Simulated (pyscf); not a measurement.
# Four-centre exchange: `[CH3][ZnH]` + `[ClH]` → `[CH3][Cl]` + `[ZnH2]`

Gas phase, singlet surface, charge 0. Bonds broken: C1–Zn2, Cl7–H8. Bonds formed: C1–Cl7, Zn2–H8. PySCF, gas phase, ωB97X-D3(BJ)/def2-SVP geometries. Correlated levels are frozen-core, on RHF or UHF. ΔMP2 is the change of the MP2 total energy from the triple- to the quadruple-zeta basis.

Transition state (Å):

```xyz
8

C      0.8581     0.0642     0.9738
Zn    -0.5549     1.2372    -1.4065
H      1.2170     0.6701     1.8187
H      1.4976     0.2536     0.0870
H      0.8841    -1.0076     1.2191
H     -0.0720     1.6638    -2.7832
Cl    -1.2142     0.6237     0.5561
H     -2.7146     1.1132     0.0311
```

One imaginary mode, 497i cm⁻¹; descent along it reached the two sides named, in the forms told below.

| bond | change | reactant side (Å) | saddle | product side |
|---|---|---|---|---|
| C1–Zn2 | breaks | 1.948 | 3.0 | 3.5 |
| Cl7–H8 | breaks | 1.286 | 1.663 | 3.4 |
| C1–Cl7 | forms | 3.7 | 2.187 | 1.788 |
| Zn2–H8 | forms | 3.0 | 2.597 | 1.555 |

Electronic energies relative to the separated reactants (eV):

```
level                             barrier  reaction energy  reverse barrier
--------------------------------  -------  ---------------  ---------------
ωB97X-D3(BJ)/def2-TZVP               3.73            +0.52             3.21
PBE/def2-TZVP                        3.03            +0.53             2.50
r²SCAN/def2-TZVP                     3.18            +0.54             2.64
B3LYP-D3(BJ)/def2-TZVP               3.30            +0.50             2.80
PBE0-D3(BJ)/def2-TZVP                3.34            +0.52             2.81
M06-2X/def2-TZVP                     3.51            +0.53             2.99
ωB97M-D3(BJ)/def2-TZVP               3.72            +0.52             3.21
HF/def2-TZVP                         4.50            +0.36             4.14
MP2/def2-QZVPP                       3.57            +0.72             2.85
CCSD/def2-TZVPP                      3.76            +0.59             3.17
CCSD(T)/def2-TZVPP                   3.53            +0.60             2.93
CCSD(T)/def2-TZVPP + ΔMP2(QZVPP)     3.46            +0.66             2.81
```

With CCSD(T)/def2-TZVPP + ΔMP2(QZVPP) energies and thermal terms (ideal gas, 1 atm, RRHO with modes under 100 cm⁻¹ raised to 100, one conformer, R ln 2 for chiral ones without a mode under 150 cm⁻¹), in eV:

```csv
T (K),ΔH‡,ΔG‡,ΔH,ΔG
298,3.38,3.75,+0.67,+0.69
600,3.39,4.12,+0.65,+0.72
900,3.42,4.48,+0.64,+0.75
1200,3.44,4.83,+0.64,+0.79
```

On the reactant side the descent ends in a complex, 0.17 eV under the separated species and 3.90 eV under the saddle at ωB97X-D3(BJ)/def2-TZVP. On the product side the descent ends in a complex, 0.28 eV under the separated species and 3.49 eV under the saddle at ωB97X-D3(BJ)/def2-TZVP. At the saddle there is also a short Cl–Zn contact that neither side keeps. The same reactants have a lower exit, to CH₄ + Cl–ZnH (barrier +0.40 eV at ωB97M-D3(BJ)/def2-TZVP, against +3.72 eV here). One saddle was located; it need not be the lowest between these sides. A restricted solution here is unstable towards spin polarisation, so biradical character is likely and single-reference numbers are less safe. The CCSD(T) − MP2 part came from Ansatz, without density fitting, on the same reference. The frozen core leaves the outer d or s,p core shells of the metals and heavy elements correlated in the MP2 and CC values, and def2-TZVPP describes them poorly, which can shift differences by a few kcal/mol. Elements up to Kr have no core potential and no relativistic terms here.
